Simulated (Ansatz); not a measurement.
Born–Oppenheimer molecular dynamics of C2H7B (10 atoms, charge 0, multiplicity 1). It starts from a rough guess of a transition structure, not a stationary point.

Computed with UKS PBE-D4/6-31G in Ansatz.

```yaml
ensemble: NVE (velocity Verlet)
time_step: 0.5 fs
steps_asked: 150
starting_velocities_drawn_for: 300 K
seed: 445721
```

First frame:

```xyz
10
Properties=species:S:1:pos:R:3
B 0.095 -0.240 -0.244
H 1.201 -0.008 -1.248
C -0.963 0.378 -1.002
H 0.423 0.591 -1.126
C 0.476 -0.421 1.276
H -1.924 0.657 -0.572
H -1.036 0.434 -2.081
H 0.848 -1.419 1.500
H -0.379 -0.248 1.926
H 1.259 0.277 1.570
```

(1) How far do the bonds stretch over the last three quarters of this one trajectory? (Pairs bonded in most of those frames.)

Answers

(1) 
```json
{"bond": "B1–H2", "mean (Å)": "1.241", "spread (Å)": "0.079", "shortest": "1.12", "longest": "1.35"}
{"bond": "B1–C3", "mean (Å)": "1.610", "spread (Å)": "0.091", "shortest": "1.45", "longest": "1.73"}
{"bond": "B1–C5", "mean (Å)": "1.609", "spread (Å)": "0.060", "shortest": "1.48", "longest": "1.68"}
{"bond": "C3–H4", "mean (Å)": "1.125", "spread (Å)": "0.038", "shortest": "1.03", "longest": "1.21"}
{"bond": "C3–H6", "mean (Å)": "1.176", "spread (Å)": "0.085", "shortest": "1.03", "longest": "1.33"}
{"bond": "C3–H7", "mean (Å)": "1.141", "spread (Å)": "0.048", "shortest": "1.05", "longest": "1.25"}
{"bond": "C5–H8", "mean (Å)": "1.113", "spread (Å)": "0.037", "shortest": "1.05", "longest": "1.17"}
{"bond": "C5–H9", "mean (Å)": "1.112", "spread (Å)": "0.019", "shortest": "1.08", "longest": "1.15"}
{"bond": "C5–H10", "mean (Å)": "1.116", "spread (Å)": "0.029", "shortest": "1.07", "longest": "1.16"}
```

Mean temperature of the second half: 1692 K. The conserved energy stayed within 0.45 meV per atom of its start (net change -0.099 meV per atom), so the integration is sound. The system heated up, since it started high on the potential surface and ran downhill. A run of 0.075 ps of so small a system gives no equilibrium averages. The orbitals stay closed-shell, which can raise the energy where a bond breaks towards radicals; this wasn't checked here. Limits of this set-up: no polarisation functions.

Run time: 4.7 min on 1 thread of Arm Neoverse V1, with other jobs on the host, peak memory 0.1 GiB.
